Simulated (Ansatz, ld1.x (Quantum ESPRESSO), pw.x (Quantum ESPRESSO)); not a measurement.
## Equation-of-state test of one TM potential (aluminium)

```
Element                 : Al
Generator               : ld1.x (Quantum ESPRESSO) 7.5
Type                    : norm-conserving Troullier–Martins (Kleinman–Bylander form)
Functional              : LDA (PW92)
Relativity              : scalar-relativistic
Frozen core             : [Ne]
Valence charge          : 3
Reference configuration : 3s1.5 3p0 (charge +1.5)
Partial waves           : 3s (bound): rc 2.00 bohr; 3d channel at 0.4 Ry: rc 1.85 bohr; 3p (bound, empty): rc 1.75 bohr
Local potential         : the p channel
Core correction         : Bessel-smoothed model core, default radius (core density twice the valence density)
```

Crystal test: sc Al in pw.x 7.5, no spin, 12³ k-points, Fermi–Dirac smearing 0.01 Ry, cutoffs 50/200 Ry. The reference is all-electron LAPW (Ansatz 0.2.0) with the same functional, mesh and smearing; V0 and B0 come from Birch–Murnaghan fits to the pressures at five volumes. Errors are pseudo minus all-electron; Δ is the rms difference of the E(V) curves that follow from these fits, minima aligned, over ±6 % about the mean V0. Mesh and smearing are coarse, so the numbers serve the comparison and aren't converged zero-temperature values; the lattice is a test structure that the element need not adopt.

All-electron: a0 = 2.683 Å (V0 = 19.31 Å³/atom), B0 = 60.7 GPa.

Problem. How far does the potential miss the all-electron equation of state?

Solution. mean pressure error (GPa): -0.58; a0 (Å): 2.675; a0 error (%): -0.32; B0 error (%): +1.9; Δ (meV/atom): 2.4.

```
V (Å³/atom)  P all-electron (GPa)  P pseudo (GPa)
     18.267                  3.82            3.16
     18.747                  1.93            1.31
     19.228                  0.27           -0.31
     19.709                 -1.18           -1.73
     20.189                 -2.45           -2.97
```

Problem. At the middle volume, how do free energy and pressure move when the wave cutoff is lowered (ecutrho kept at four times it)?

Solution.

```tsv
cutoff (Ry)	shift of F (meV/atom)	shift of P (GPa)
22	+64.8	-0.65
30	+12.9	-0.45
40	+1.4	+0.06
```

The 8 pw.x runs together took about 58 s on one core of a shared server CPU.
